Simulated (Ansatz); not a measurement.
**BH2+ (triplet): from Hartree-Fock to the top rungs at scale of all distances = 1.000, aug-cc-pVTZ**

Aim: climb from Hartree-Fock through coupled cluster and multireference methods for BH2+ (triplet) at one geometry and basis, and see what each rung misses.

Program: Ansatz 0.2.0, Gaussian basis. Level of theory: aug-cc-pVTZ, core rule «outside noble gas», up to 1 orbitals frozen. These are calculated values, not measurements.

To be run: UHF; CCSD(T) on ROHF; CCSD(T) on UHF; BCCD(T) on ROHF; CCSDT(Q) on ROHF; CCSDT(Q) on UHF; CASSCF and NEVPT2, 4 electrons in 6 orbitals; Full CI.

15 further runs of the same task are left out: 11 that didn't finish, 4 set aside as unsound or not needed.

### Step 1. What is computed

The geometry derives from a PBE0/def2-TZVP stationary point (not a proven minimum). All distances are scaled together.

3 atoms, charge 1, spin multiplicity 3.

Atoms are counted from 1 here; the program's logs count them from 0.

Bond lengths: B1–H2 1.291 Å, B1–H3 1.291 Å. Angles: H2–B1–H3 66.8°.

In the tables R marks a restricted open-shell determinant and U an unrestricted one; 'valence' is the active space of 4 electrons in 6 orbitals; energies count from the table's Hartree-Fock row.

### Step 2. UHF

in.yaml reads:

```yaml
crystal:
  periodic: [false, false, false]
  atoms:
    - {symbol: B, position_ang: [0.000000, 0.000000, -0.169375]}
    - {symbol: H, position_ang: [0.000000, 0.710556, 0.908347]}
    - {symbol: H, position_ang: [0.000000, -0.710556, 0.908347]}
basis:
  gaussian: {orbitals: aug-cc-pVTZ}
total_charge: 1
magnetization: {spin_polarized: true, initial_magnetization: 2}
hamiltonian: {xc: hf}
output: {orbitals: {seedname: orbitals}}
```

The run is started by

```bash
$ ansatz run in.yaml --threads 1 --pin off --events-out ev --progress --plain --max-ram 2393MiB
```

Standard output:

```text
Functional definition: HF
  name "HF"
  cite "Fock, Z. Phys. 61, 126 (1930) doi:10.1007/BF01340294"
  parent pbe
  exchange = exact_x
  correlation = 0
404 factors; their error is unknown
mean field evaluation 1: about -688.8140 eV, gradient 7.5e0 eV
mean field evaluation 2: about -689.4213 eV, gradient 2.9e0 eV
mean field evaluation 4: about -689.5768 eV, gradient 2.9e-1 eV
mean field evaluation 8: about -689.5824 eV, gradient 3.4e-4 eV
mean field -689.58243435 eV, -25.3416870466 hartree, gradient 2.1e-5 eV, S^2 2.008856; 0 other end points of the search recorded, 0 dependent functions left out
reference -689.58243435 eV, -25.3416870466 hartree; 4, 2 occupied and 88, 90 virtual orbitals, 404 factors
Total energy: -689.58243435 eV, -25.3416870466 hartree
```

Wall time 0.21 s (1 thread of Arm Neoverse V1, shared host).

From the report: ⟨S²⟩ of the determinant 2.009 (pure triplet: 2.00).

### Step 3. CCSD(T) on ROHF

in.yaml, as its differences from that of step 2:

```diff
@@ -9,4 +9,4 @@
 total_charge: 1
-magnetization: {spin_polarized: true, initial_magnetization: 2}
-hamiltonian: {xc: hf}
-output: {orbitals: {seedname: orbitals}}
+magnetization: {spin_polarized: false, initial_magnetization: 2}
+correlation: {method: ccsd_t, electrons: outside_noble_gas}
+output: {forces: true}
```

Launched as before.

Standard output, shortened:

```text
Functional definition: HF
  name "HF"
  cite "Fock, Z. Phys. 61, 126 (1930) doi:10.1007/BF01340294"
  parent pbe
[...]
522 factors; integrals over basis functions are off by at most 8.1e-4 eV
[...]
mean field -689.47426665 eV, -25.3377119570 hartree, gradient 1.1e-6 eV, S^2 2.000000; 0 other end points of the search recorded, 0 dependent functions left out
1 core orbitals not correlated: weight in the atoms' cores, before any rotation towards them, 1.000 or more for the frozen orbitals, at most 0.000 for the correlated occupied ones
reference -689.47426665 eV, -25.3377119570 hartree; 3, 1 occupied and 88, 90 virtual orbitals, 522 factors
second order -1.51688295 eV of doubles, -0.06660407 eV of singles
cycle   1  -1.84915154 eV  change   -2.6e-1 eV  update   4.0e-2
[...]
cycle  10  -1.98259277 eV  change   -2.8e-7 eV  update   8.5e-7
perturbative correction -0.04294174 eV, -0.0015780798 hartree
[...]
Total energy: -691.49980116 eV, -25.4121489772 hartree
Atom 0 at     0.000000     0.000000    -0.169375 Å, force    -0.000000     0.000000     0.059637 eV/Å
Atom 1 at     0.000000     0.710556     0.908347 Å, force    -0.000000     0.024875    -0.029818 eV/Å
Atom 2 at     0.000000    -0.710556     0.908347 Å, force     0.000000    -0.024875    -0.029818 eV/Å
Dipole moment:     0.000000    -0.000000     0.180081 e Å
```

Run time: 16 s. Hardware: 1 thread of Arm Neoverse V1, shared host; peak memory 0.76 GiB.

From the report: correlation -2.0255 eV; T1 0.022; largest double amplitude 0.06.

### Step 4. CCSD(T) on UHF

in.yaml, as its differences from that of step 3:

```diff
@@ -9,3 +9,3 @@
 total_charge: 1
-magnetization: {spin_polarized: false, initial_magnetization: 2}
+magnetization: {spin_polarized: true, initial_magnetization: 2}
 correlation: {method: ccsd_t, electrons: outside_noble_gas}
```

The command is unchanged.

Standard output, shortened:

```text
Functional definition: HF
  name "HF"
  cite "Fock, Z. Phys. 61, 126 (1930) doi:10.1007/BF01340294"
  parent pbe
[...]
522 factors; integrals over basis functions are off by at most 8.1e-4 eV
[...]
mean field -689.58244709 eV, -25.3416875148 hartree, gradient 9.0e-7 eV, S^2 2.008856; 1 other end points of the search recorded, 0 dependent functions left out
determinant -689.58244709 eV, -25.3416875148 hartree, with singles and doubles -691.51143841 eV, -25.4125766383 hartree
determinant -686.13565897 eV, -25.2150203876 hartree, with singles and doubles -688.24277051 eV, -25.2924553085 hartree
1 core orbitals not correlated: weight in the atoms' cores, before any rotation towards them, 1.000 or more for the frozen orbitals, at most 0.000 for the correlated occupied ones
reference -689.58244709 eV, -25.3416875148 hartree; 3, 1 occupied and 88, 90 virtual orbitals, 522 factors
second order -1.46650618 eV of doubles, -0.00000000 eV of singles
cycle   1  -1.86371503 eV  change   -1.7e-1 eV  update   1.7e-2
[...]
cycle   9  -1.87747817 eV  change    1.2e-6 eV  update   1.1e-6
perturbative correction -0.04036875 eV, -0.0014835243 hartree
[...]
Total energy: -691.50029401 eV, -25.4121670892 hartree
Atom 0 at     0.000000     0.000000    -0.169375 Å, force     0.000000     0.000000     0.059634 eV/Å
Atom 1 at     0.000000     0.710556     0.908347 Å, force    -0.000000     0.024933    -0.029817 eV/Å
Atom 2 at     0.000000    -0.710556     0.908347 Å, force    -0.000000    -0.024933    -0.029817 eV/Å
Dipole moment:    -0.000000    -0.000000     0.180132 e Å
```

Run time: 16 s. Hardware: 1 thread of Arm Neoverse V1, shared host; peak memory 0.76 GiB.

From the report: ⟨S²⟩ of the determinant 2.009 (pure triplet: 2.00); correlation -1.9178 eV; T1 0.015; largest double amplitude 0.06.

### Step 5. BCCD(T) on ROHF

in.yaml, as its differences from that of step 4:

```diff
@@ -9,4 +9,3 @@
 total_charge: 1
-magnetization: {spin_polarized: true, initial_magnetization: 2}
-correlation: {method: ccsd_t, electrons: outside_noble_gas}
-output: {forces: true}
+magnetization: {spin_polarized: false, initial_magnetization: 2}
+correlation: {method: bccd_t, electrons: outside_noble_gas}
```

The command is unchanged.

Standard output, shortened:

```text
Functional definition: HF
  name "HF"
  cite "Fock, Z. Phys. 61, 126 (1930) doi:10.1007/BF01340294"
  parent pbe
[...]
522 factors; integrals over basis functions are off by at most 8.1e-4 eV
[...]
mean field -689.47426665 eV, -25.3377119570 hartree, gradient 1.1e-6 eV, S^2 2.000000; 0 other end points of the search recorded, 0 dependent functions left out
1 core orbitals not correlated: weight in the atoms' cores, before any rotation towards them, 1.000 or more for the frozen orbitals, at most 0.000 for the correlated occupied ones
reference -689.47426665 eV, -25.3377119570 hartree; 3, 1 occupied and 88, 90 virtual orbitals, 522 factors
second order -1.51688295 eV of doubles, -0.06660407 eV of singles
cycle   1  -1.85646909 eV  change   -2.7e-1 eV  update   4.0e-2
[...]
cycle   9  -1.98387042 eV  change   -4.3e-6 eV  update   3.7e-6
perturbative correction -0.04176315 eV, -0.0015347675 hartree
Total energy: -691.49990022 eV, -25.4121526177 hartree
```

It took 3.1 s on 1 thread of Arm Neoverse V1, shared host; peak memory 0.48 GiB.

From the report: correlation -2.0256 eV; largest double amplitude 0.06.

### Step 6. CCSDT(Q) on ROHF

in.yaml, as its differences from that of step 5:

```diff
@@ -10,2 +10,2 @@
 magnetization: {spin_polarized: false, initial_magnetization: 2}
-correlation: {method: bccd_t, electrons: outside_noble_gas}
+correlation: {method: ccsdt_q, electrons: outside_noble_gas}
```

Launched as before.

Standard output, shortened:

```text
Functional definition: HF
  name "HF"
  cite "Fock, Z. Phys. 61, 126 (1930) doi:10.1007/BF01340294"
  parent pbe
[...]
1068 factors; integrals over basis functions are off by at most 2.0e-7 eV
[...]
mean field -689.47426762 eV, -25.3377119925 hartree, gradient 1.8e-6 eV, S^2 2.000000; 0 other end points of the search recorded, 0 dependent functions left out
1 core orbitals not correlated: weight in the atoms' cores, before any rotation towards them, 1.000 or more for the frozen orbitals, at most 0.000 for the correlated occupied ones
reference -689.47426762 eV, -25.3377119925 hartree; 3, 1 occupied and 88, 90 virtual orbitals, 1068 factors
second order -1.51688892 eV of doubles, -0.06660412 eV of singles
cycle   1  -1.84914799 eV  change   -2.6e-1 eV  update   4.3e-2
[...]
cycle  12  -2.03681773 eV  change    2.8e-7 eV  update   2.7e-7
perturbative correction -0.00040276 eV, -0.0000148010 hartree
Total energy: -691.51148810 eV, -25.4125784644 hartree
```

Run time: 71 s. Hardware: 1 thread of Arm Neoverse V1, shared host; peak memory 1.2 GiB.

From the report: correlation -2.0372 eV; T1 0.023; largest double amplitude 0.06.

### Step 7. CCSDT(Q) on UHF

in.yaml, as its differences from that of step 6:

```diff
@@ -9,3 +9,3 @@
 total_charge: 1
-magnetization: {spin_polarized: false, initial_magnetization: 2}
+magnetization: {spin_polarized: true, initial_magnetization: 2}
 correlation: {method: ccsdt_q, electrons: outside_noble_gas}
```

The command is unchanged.

Standard output, shortened:

```text
Functional definition: HF
  name "HF"
  cite "Fock, Z. Phys. 61, 126 (1930) doi:10.1007/BF01340294"
  parent pbe
[...]
1068 factors; integrals over basis functions are off by at most 2.0e-7 eV
[...]
mean field -689.58244812 eV, -25.3416875527 hartree, gradient 1.7e-6 eV, S^2 2.008856; 1 other end points of the search recorded, 0 dependent functions left out
determinant -689.58244812 eV, -25.3416875527 hartree, with singles and doubles -691.51144500 eV, -25.4125768804 hartree
determinant -686.13566008 eV, -25.2150204283 hartree, with singles and doubles -688.24277964 eV, -25.2924556442 hartree
1 core orbitals not correlated: weight in the atoms' cores, before any rotation towards them, 1.000 or more for the frozen orbitals, at most 0.000 for the correlated occupied ones
reference -689.58244812 eV, -25.3416875527 hartree; 3, 1 occupied and 88, 90 virtual orbitals, 1068 factors
second order -1.46651199 eV of doubles, -0.00000000 eV of singles
cycle   1  -1.73354797 eV  change   -2.7e-1 eV  update   4.4e-2
[...]
cycle  12  -1.92903143 eV  change    1.9e-7 eV  update   2.4e-7
perturbative correction -0.00037892 eV, -0.0000139252 hartree
Total energy: -691.51185848 eV, -25.4125920756 hartree
```

Wall time 71 s (1 thread of Arm Neoverse V1, shared host); peak memory 1.2 GiB.

From the report: ⟨S²⟩ of the determinant 2.009 (pure triplet: 2.00); correlation -1.9294 eV; T1 0.015; largest double amplitude 0.07.

### Step 8. CASSCF and NEVPT2, 4 electrons in 6 orbitals

in.yaml, as its differences from that of step 7:

```diff
@@ -9,3 +9,3 @@
 total_charge: 1
-magnetization: {spin_polarized: true, initial_magnetization: 2}
-correlation: {method: ccsdt_q, electrons: outside_noble_gas}
+magnetization: {spin_polarized: false, initial_magnetization: 2}
+correlation: {method: sc_nevpt2, electrons: outside_noble_gas, active_space: {window: {electrons: 4, orbitals: 6}, shells: [{species: B, l: s, shell: 2}, {species: B, l: p, shell: 2}, {species: H, l: s, shell: 1}]}}
```

Launched as before.

Standard output:

```text
Functional definition: HF
  name "HF"
  cite "Fock, Z. Phys. 61, 126 (1930) doi:10.1007/BF01340294"
  parent pbe
  exchange = exact_x
  correlation = 0
1068 factors; integrals over basis functions are off by at most 2.0e-7 eV
mean field evaluation 1: about -688.7452 eV, gradient 7.1e0 eV
mean field evaluation 2: about -688.7455 eV, gradient 7.1e0 eV
mean field evaluation 4: about -689.4656 eV, gradient 7.2e-1 eV
mean field evaluation 8: about -689.4743 eV, gradient 9.6e-4 eV
mean field -689.47426762 eV, -25.3377119925 hartree, gradient 1.8e-6 eV, S^2 2.000000; 0 other end points of the search recorded, 0 dependent functions left out
reference -689.47426762 eV, -25.3377119925 hartree; 4, 2 occupied and 88, 90 virtual orbitals, 1068 factors
state -690.42433277 eV, -25.3726262430 hartree
state -690.42433277 eV, -25.3726262430 hartree; corrected -691.25374710 eV, -25.4031066573 hartree
Total energy: -691.25374710 eV, -25.4031066573 hartree
Checks for a lower state left out: starts, orbital_swaps
```

Wall time 2.1 s (1 thread of Arm Neoverse V1, shared host).

From the report: 60 determinants; active occupations 1.96, 1.00, 1.00, 0.02, 0.01, 0.01.

### Step 9. Full CI

in.yaml reads:

```yaml
crystal:
  periodic: [false, false, false]
  atoms:
    - {symbol: B, position_ang: [0.000000, 0.000000, -0.169375]}
    - {symbol: H, position_ang: [0.000000, 0.710556, 0.908347]}
    - {symbol: H, position_ang: [0.000000, -0.710556, 0.908347]}
basis:
  gaussian: {orbitals: aug-cc-pVTZ}
total_charge: 1
magnetization: {spin_polarized: false, initial_magnetization: 2}
correlation: {method: fci, electrons: outside_noble_gas}
```

Same command.

Standard output:

```text
Functional definition: HF
  name "HF"
  cite "Fock, Z. Phys. 61, 126 (1930) doi:10.1007/BF01340294"
  parent pbe
  exchange = exact_x
  correlation = 0
1068 factors; integrals over basis functions are off by at most 2.0e-7 eV
mean field evaluation 1: about -688.7452 eV, gradient 7.1e0 eV
mean field evaluation 2: about -688.7455 eV, gradient 7.1e0 eV
mean field evaluation 4: about -689.4656 eV, gradient 7.2e-1 eV
mean field evaluation 8: about -689.4743 eV, gradient 9.6e-4 eV
mean field -689.47426762 eV, -25.3377119925 hartree, gradient 1.8e-6 eV, S^2 2.000000; 0 other end points of the search recorded, 0 dependent functions left out
mean field evaluation 16: about -689.5806 eV, gradient 2.9e-1 eV
1 core orbitals not correlated: weight in the atoms' cores, before any rotation towards them, 1.000 or more for the frozen orbitals, at most 0.000 for the correlated occupied ones
reference -689.47426762 eV, -25.3377119925 hartree; 3, 1 occupied and 88, 90 virtual orbitals, 1068 factors
state -691.51154031 eV, -25.4125803829 hartree
Total energy: -691.51154031 eV, -25.4125803829 hartree
```

Run time: 66 s. Hardware: 1 thread of Arm Neoverse V1, shared host; peak memory 0.77 GiB.

From the report: 4,238,676 determinants, symmetry B2.

### Step 10. Natural occupations

Natural occupations of the FCI state about the gap (report; correlated orbitals 1 to 10): 1.945, 0.993, 0.987, 0.020, 0.015, 0.014, 0.007, 0.003, 0.003, 0.003. The count of effectively unpaired electrons, Σ n²(2 − n)², is 2.01; a single determinant of this spin has 2.

### Step 11. The ladder

The yardstick is full CI for this spin, exact in this basis with these frozen cores. Rows without a time come out of other runs: HF, MP2 and CCSD of CCSD(T), CCSDT of CCSDT(Q), CASSCF and MRCISD of the multireference runs. The times of RCCSD(T), UCCSD(T) include forces.

```csv
method,energy from the lowest RHF (kcal/mol),from FCI (kcal/mol),time
RHF,0.00,+46.98,
UHF,-2.49,+44.49,
RMP2,-36.52,+10.46,
UMP2,-36.31,+10.67,
RCCSD,-45.72,+1.26,
UCCSD,-45.79,+1.19,
RCCSD(T),-46.71,+0.27,16 s
UCCSD(T),-46.72,+0.26,16 s
BCCD(T),-46.71,+0.27,3.1 s
RCCSDT,-46.97,+0.01,
UCCSDT,-46.98,0.00,
RCCSDT(Q),-46.98,0.00,71 s
UCCSDT(Q),-46.99,-0.01,71 s
CASSCF valence,-21.91,+25.07,
NEVPT2 valence,-41.04,+5.94,2.1 s
FCI,-46.98,0,66 s
```

Among the levels timed on like hardware and quicker than the yardstick, those that no quicker one beats, quickest first: NEVPT2 valence (2.1 s, +5.94 kcal/mol); BCCD(T) (3.1 s, +0.27 kcal/mol); UCCSD(T) (16 s, +0.26 kcal/mol).

### Step 12. Results

```
                         quantity                                                              value
         FCI below the RHF energy                                                         -2.0373 eV
                    RMP2 from FCI                                                    +10.46 kcal/mol
                    UMP2 from FCI                                                    +10.67 kcal/mol
                   RCCSD from FCI                                                     +1.26 kcal/mol
                RCCSD(T) from FCI                                                     +0.27 kcal/mol
                UCCSD(T) from FCI                                                     +0.26 kcal/mol
               RCCSDT(Q) from FCI                                                      0.00 kcal/mol
               UCCSDT(Q) from FCI                                                     -0.01 kcal/mol
          NEVPT2 valence from FCI                                                     +5.94 kcal/mol
levels within 1 kcal/mol (43 meV)  RCCSD(T), UCCSD(T), BCCD(T), RCCSDT, UCCSDT, RCCSDT(Q), UCCSDT(Q)
                    T1 diagnostic                                                              0.022
   effectively unpaired electrons                                                               2.01
```

RCCSD(T) misses by +0.27 kcal/mol, 0.6 % of the correlation energy. One determinant dominates. These misses are within one basis, not against nature; the frozen cores of restricted and unrestricted runs differ, which can shift their rows.

UCCSD(T) reaches 0.26 kcal/mol from the reference in 16 s, where FCI took 66 s; the quickest level in the cost chart, NEVPT2 valence, takes 2.1 s and misses by 5.94 kcal/mol.
